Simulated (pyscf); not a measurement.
# Concerted two-bond exchange: `[F][CH2][C]([F])[F]` [doublet] + `[FH]` → `[CH2][C]([F])([F])[F]` [doublet] + `[FH]`

Gas phase, doublet surface, charge 0. Bonds broken: C1–F2, H3–F6. Bonds formed: F2–H3, F6–C7. Optimised with ωB97X-D3(BJ)/def2-SVP in PySCF.

Transition state (Å):

```xyz
9

C     -0.5274     0.0916    -0.4008
F      1.4128     0.2923    -0.2906
H      1.2799     0.2778     0.8820
H     -0.6531     1.0282    -0.9410
H     -0.4577    -0.8502    -0.9419
F      0.8053     0.2281     1.8704
C     -0.9236     0.0501     0.9427
F     -1.2306    -1.0685     1.5208
F     -1.4540     1.0818     1.5205
```

One imaginary mode, 663i cm⁻¹; descent along it reached the two sides named, in the forms told below.

```
bond   change  reactant side (Å)  saddle  product side
-----  ------  -----------------  ------  ------------
C1–F2  breaks              1.408   1.954           2.9
H3–F6  breaks              0.929   1.098         1.876
F2–H3   forms              1.769   1.180         0.927
F6–C7   forms                3.0   1.970         1.376
```

Electronic energies relative to the separated reactants (kcal/mol):

```tsv
level	barrier	reaction energy	reverse barrier
ωB97X-D3(BJ)/def2-TZVP	17.9	-13.3	31.2
PBE/def2-TZVP	5.9	-12.1	18.0
r²SCAN/def2-TZVP	8.8	-15.7	24.5
B3LYP-D3(BJ)/def2-TZVP	12.4	-12.6	25.0
PBE0-D3(BJ)/def2-TZVP	15.3	-13.8	29.1
M06-2X/def2-TZVP	19.2	-14.5	33.7
ωB97M-D3(BJ)/def2-TZVP	15.0	-14.8	29.9
HF/def2-TZVP	45.0	-16.6	61.5
```

With ωB97M-D3(BJ)/def2-TZVP energies and thermal terms (ideal gas, 1 atm, RRHO with modes under 100 cm⁻¹ raised to 100, one conformer, R ln 2 for chiral ones without a mode under 150 cm⁻¹), in kcal/mol:

```json
[
 {"T (K)": "298", "ΔH‡": "13.3", "ΔG‡": "24.2", "ΔH": "-16.4", "ΔG": "-16.3"},
 {"T (K)": "600", "ΔH‡": "13.2", "ΔG‡": "35.3", "ΔH": "-15.9", "ΔG": "-16.3"},
 {"T (K)": "900", "ΔH‡": "13.6", "ΔG‡": "46.3", "ΔH": "-15.5", "ΔG": "-16.7"},
 {"T (K)": "1200", "ΔH‡": "14.1", "ΔG‡": "57.1", "ΔH": "-15.3", "ΔG": "-17.1"}
]
```

On the reactant side the descent ends in a complex, 5.1 kcal/mol under the separated species and 22.9 kcal/mol under the saddle at ωB97X-D3(BJ)/def2-TZVP. One saddle was located; it need not be the lowest between these sides.
